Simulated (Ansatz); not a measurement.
`S[Si]S` + H–F → `F[Si]S` + H₂S at 400 K and 1 bar (ligand exchange at the Si–S bond).

Program: Ansatz. Geometries: PBE0-D4/def2-TZVP. ΔE: electronic, gas phase. CCSD(T)/CBS is frozen-core, at the limit of the def2 triple- and quadruple-zeta sets. Each species was taken in one conformer, which may not be the lowest.

| species | CCSD(T)/CBS energy (Eh) | H − E (kJ/mol) | S (J/(mol·K)) |
| --- | --- | --- | --- |
| `S[Si]S` | -1085.85295 | 74.9 | 322.9 |
| H–F | -100.39431 | 36.5 | 182.2 |
| `F[Si]S` | -787.29682 | 51.1 | 300.8 |
| H₂S | -398.97119 | 53.4 | 215.9 |

H − E and S are ideal-gas, rigid-rotor, harmonic terms from PBE0-D4/def2-TZVP, for one conformer and one mirror image of each species. 1 Eh = 2625.50 kJ/mol, R = 8.31446 J/(mol·K).

By hand: ΔE, ΔH, ΔS and ΔG.

ΔE = (-787.29682) + (-398.97119) − (-1085.85295) − (-100.39431) = -0.02075 Eh = -54.5 kJ/mol. Δ(H − E) = 51.1 + 53.4 − 74.9 − 36.5 = -6.9, so ΔH = -61.4 kJ/mol. ΔS = 300.8 + 215.9 − 322.9 − 182.2 = 11.6 J/(mol·K). ΔG = -61.4 − 400 × (11.6)/1000 = -66.0 kJ/mol.

By hand: the equilibrium constant, and the temperature at which ΔG would vanish if ΔH and ΔS stayed fixed.

log₁₀ K = −ΔG/(RT ln 10) = 8.6. ΔH and −TΔS have one sign here, so there is no such temperature.

The number of gas molecules stays the same, so ΔS is small and ΔH decides. A doubt of 5 kJ/mol in ΔE shifts log₁₀ K by 0.7 here. Other conformers and mirror images would add mixing entropy, several J/(mol·K) or more a flexible species. These are equilibria of isolated gas molecules and say nothing of rates. Largest T1 diagnostic: 0.015 (customary marks: 0.02 for closed shells, 0.045 for open ones).

ΔS is within the doubt of such terms, so its sign, and with it that verdict, could turn.
